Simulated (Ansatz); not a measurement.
Steps of a relaxation of `C#COC(C)F` with RKS PBE-D4/def2-SVP.

```sh
$ ansatz run in.yaml --threads 4 --pin off --events-out ev --progress --plain --max-ram 10444MiB
```

```yaml
crystal:
  periodic: [false, false, false]
  atoms:
    - {symbol: C, position_ang: [-1.736300, -1.133700, -1.601900]}
    - {symbol: C, position_ang: [-0.692400, -1.019900, -1.130900]}
    - {symbol: O, position_ang: [0.496700, -0.953500, -0.610200]}
    - {symbol: C, position_ang: [0.899600, 0.362500, -0.123900]}
    - {symbol: C, position_ang: [0.380900, 0.513700, 1.301800]}
    - {symbol: F, position_ang: [2.182400, 0.491800, -0.155100]}
    - {symbol: H, position_ang: [-2.728100, -1.161200, -2.042800]}
    - {symbol: H, position_ang: [0.452000, 1.151400, -0.776000]}
    - {symbol: H, position_ang: [0.699200, 1.510200, 1.750400]}
    - {symbol: H, position_ang: [0.829200, -0.252200, 1.974800]}
    - {symbol: H, position_ang: [-0.717800, 0.433900, 1.434400]}
basis:
  gaussian: {orbitals: def2-SVP}
hamiltonian: {xc: pbe, dispersion: d4}
relax: {f_tol: 0.03, max_steps: 200}
```

Positions (Å) and forces (eV/Å) along the path, 10 of 10 steps:

```xyz
11
step=1 energy=-8973.4787 eV
C    -1.736   -1.134   -1.602   -8.394   -0.644   -3.726
C    -0.692   -1.020   -1.131    7.846    0.760    3.468
O     0.497   -0.954   -0.610    0.827    0.174   -0.075
C     0.900    0.362   -0.124   -3.625    0.522    0.873
C     0.381    0.514    1.302    0.414    0.680    1.132
F     2.182    0.492   -0.155    2.989   -0.432   -0.287
H    -2.728   -1.161   -2.043    0.281   -0.121    0.109
H     0.452    1.151   -0.776   -0.193   -0.255   -0.237
H     0.699    1.510    1.750   -0.247   -0.631   -0.540
H     0.829   -0.252    1.975    0.049   -0.061   -0.287
H    -0.718    0.434    1.434    0.054    0.007   -0.431
11
step=2 energy=-8973.9548 eV
C    -1.782   -1.142   -1.630    0.225    0.188    0.150
C    -0.671   -1.009   -1.129   -0.232   -0.146   -0.140
O     0.519   -0.930   -0.605    0.131   -0.002   -0.059
C     0.887    0.384   -0.092   -1.516    0.221    0.292
C     0.396    0.527    1.338    0.151    0.202    0.298
F     2.209    0.466   -0.153    1.238   -0.132   -0.108
H    -2.766   -1.192   -2.070    0.022   -0.082   -0.009
H     0.435    1.141   -0.779    0.012   -0.053    0.045
H     0.701    1.518    1.755   -0.084   -0.251   -0.178
H     0.845   -0.266    1.976   -0.014    0.056   -0.146
H    -0.708    0.446    1.409    0.066   -0.001   -0.145
11
step=3 energy=-8973.9855 eV
C    -1.784   -1.143   -1.628    0.151    0.162    0.111
C    -0.673   -1.005   -1.130   -0.174   -0.130   -0.102
O     0.518   -0.919   -0.609    0.041    0.080    0.006
C     0.877    0.393   -0.083   -0.430   -0.042    0.101
C     0.397    0.531    1.346    0.076    0.004   -0.022
F     2.225    0.447   -0.151    0.276   -0.002   -0.024
H    -2.767   -1.209   -2.066    0.013   -0.070   -0.011
H     0.434    1.154   -0.769    0.062    0.002    0.019
H     0.702    1.515    1.756   -0.016   -0.027   -0.022
H     0.844   -0.273    1.965   -0.014    0.027   -0.035
H    -0.707    0.452    1.390    0.014   -0.003   -0.022
11
step=4 energy=-8973.9877 eV
C    -1.789   -1.139   -1.627    0.106    0.133    0.084
C    -0.678   -1.002   -1.131   -0.105   -0.100   -0.065
O     0.514   -0.913   -0.612    0.009    0.044   -0.008
C     0.872    0.393   -0.078   -0.098   -0.043   -0.132
C     0.398    0.530    1.340   -0.099    0.023    0.210
F     2.225    0.438   -0.134    0.212   -0.013   -0.058
H    -2.771   -1.217   -2.067    0.003   -0.058   -0.013
H     0.450    1.162   -0.764   -0.006    0.009   -0.006
H     0.692    1.518    1.744   -0.013   -0.005   -0.001
H     0.858   -0.264    1.961   -0.016    0.004   -0.016
H    -0.704    0.437    1.388    0.008    0.005    0.005
11
step=5 energy=-8973.9901 eV
C    -1.790   -1.137   -1.621   -0.018    0.101    0.024
C    -0.677   -0.999   -1.132    0.011   -0.074   -0.008
O     0.517   -0.908   -0.619    0.008    0.048    0.008
C     0.876    0.395   -0.080    0.028   -0.040   -0.098
C     0.394    0.529    1.341   -0.014    0.008    0.070
F     2.235    0.435   -0.140   -0.027   -0.002    0.012
H    -2.773   -1.225   -2.056    0.010   -0.046   -0.007
H     0.457    1.167   -0.765    0.004    0.008    0.003
H     0.688    1.515    1.750    0.001    0.002    0.001
H     0.846   -0.270    1.960   -0.002   -0.005    0.005
H    -0.709    0.442    1.382    0.000    0.000   -0.009
11
step=6 energy=-8973.9908 eV
C    -1.790   -1.129   -1.610    0.004    0.081    0.029
C    -0.673   -0.997   -1.129   -0.028   -0.096   -0.041
O     0.525   -0.907   -0.626    0.028    0.065    0.028
C     0.879    0.394   -0.082    0.032   -0.032   -0.060
C     0.390    0.527    1.337   -0.023    0.001    0.052
F     2.237    0.437   -0.133    0.009   -0.006    0.001
H    -2.773   -1.224   -2.042   -0.015   -0.035   -0.012
H     0.463    1.167   -0.768   -0.003    0.021   -0.009
H     0.681    1.512    1.748   -0.009    0.003    0.001
H     0.840   -0.273    1.956   -0.002   -0.010    0.010
H    -0.714    0.436    1.370    0.007    0.007    0.002
11
step=7 energy=-8973.9921 eV
C    -1.793   -1.118   -1.587    0.000    0.027    0.012
C    -0.667   -0.991   -1.126   -0.005   -0.073   -0.038
O     0.540   -0.898   -0.646   -0.007    0.060    0.007
C     0.889    0.398   -0.088    0.066   -0.025    0.040
C     0.380    0.521    1.328   -0.017    0.004   -0.025
F     2.249    0.436   -0.119   -0.034   -0.007   -0.007
H    -2.780   -1.236   -2.007   -0.002   -0.004    0.004
H     0.486    1.179   -0.772   -0.004    0.011   -0.007
H     0.667    1.503    1.750   -0.003    0.006    0.005
H     0.818   -0.285    1.948    0.001   -0.003   -0.001
H    -0.724    0.434    1.341    0.006    0.005    0.010
11
step=8 energy=-8973.9927 eV
C    -1.796   -1.111   -1.569    0.008   -0.013    0.002
C    -0.661   -0.989   -1.129    0.013   -0.027   -0.016
O     0.553   -0.888   -0.667   -0.031    0.021    0.014
C     0.899    0.400   -0.090    0.017    0.038   -0.005
C     0.371    0.518    1.319    0.004   -0.029   -0.017
F     2.259    0.433   -0.106   -0.022   -0.012    0.009
H    -2.787   -1.245   -1.976    0.004    0.016    0.010
H     0.508    1.189   -0.773   -0.001    0.006   -0.005
H     0.655    1.496    1.751    0.000   -0.001   -0.004
H     0.800   -0.293    1.939   -0.005    0.001    0.012
H    -0.734    0.433    1.320    0.013    0.002    0.000
11
step=9 energy=-8973.9929 eV
C    -1.796   -1.112   -1.561   -0.011   -0.023   -0.008
C    -0.658   -0.990   -1.130    0.026    0.008    0.005
O     0.558   -0.881   -0.674   -0.022   -0.004   -0.021
C     0.903    0.405   -0.093   -0.001   -0.024    0.036
C     0.367    0.514    1.314   -0.001    0.023   -0.014
F     2.262    0.431   -0.099   -0.003    0.008   -0.003
H    -2.790   -1.248   -1.958    0.006    0.014    0.008
H     0.518    1.198   -0.775    0.002   -0.003    0.005
H     0.651    1.491    1.752   -0.006   -0.003    0.003
H     0.788   -0.299    1.936    0.004    0.000   -0.012
H    -0.738    0.433    1.308    0.007    0.003    0.000
11
step=10 energy=-8973.9930 eV
C    -1.795   -1.115   -1.557    0.000    0.001    0.001
C    -0.655   -0.991   -1.131   -0.004    0.006    0.000
O     0.562   -0.880   -0.679    0.010   -0.007    0.002
C     0.904    0.404   -0.092    0.022    0.006   -0.019
C     0.364    0.514    1.312   -0.010    0.000    0.019
F     2.264    0.432   -0.095   -0.020   -0.002   -0.004
H    -2.792   -1.242   -1.948   -0.002   -0.002   -0.001
H     0.521    1.198   -0.775    0.004    0.000    0.001
H     0.647    1.490    1.752    0.000    0.000   -0.001
H     0.785   -0.301    1.932    0.000   -0.001    0.001
H    -0.740    0.433    1.302   -0.001   -0.001    0.000
```

Hardware: 4 threads of an Arm Neoverse V2 on a shared host. Wall time 10 s, peak host memory 0.14 GiB.
